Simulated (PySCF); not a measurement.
Numbering as in the mapped SMILES `[CH2:1]=[C:2]=[CH:3][CH:4]=[O:5]` (H(Xn): hydrogen on atom n).

GIAO PBE0/pcSseg-1 shifts (PySCF 2.14.0 with density-fitted response routines, gas phase, non-relativistic, equivalent atoms averaged), each against references optimised in the same way as the molecule (TMS, H2O).

On the GFN2-xTB geometry: C2 230.3, C4 191.8, C3 95.8, C1 82.7, O5 695.2, H(C4) 9.68, H(C3) 5.95, H(C1) 5.49 ppm.

Q: What changes on the PBE0-D3(BJ)/def2-SVP geometry?

A: 
```json
{"atoms": "C2", "δ (ppm)": "231.8", "change": "+1.5"}
{"atoms": "C4", "δ (ppm)": "189.1", "change": "-2.7"}
{"atoms": "C3", "δ (ppm)": "96.4", "change": "+0.6"}
{"atoms": "C1", "δ (ppm)": "83.9", "change": "+1.2"}
{"atoms": "O5", "δ (ppm)": "694.0", "change": "-1.2"}
{"atoms": "H(C4)", "δ (ppm)": "9.38", "change": "-0.30"}
{"atoms": "H(C3)", "δ (ppm)": "5.87", "change": "-0.08"}
{"atoms": "H(C1)", "δ (ppm)": "5.51", "change": "+0.02"}
```

Part of each change is the reference's own: σ(TMS, C) goes from 186.9 to 184.4 ppm, σ(H2O, O) goes from 336.1 to 334.6 ppm, σ(TMS, H) goes from 31.72 to 31.27 ppm.

Bonds between heavy atoms that differ most (equivalent bonds averaged): C3–C4 1.464 → 1.483 Å, C1–C2 1.288 → 1.302 Å, C2–C3 1.309 → 1.318 Å. Mean change of bonds to hydrogen: C–H +0.015 Å.
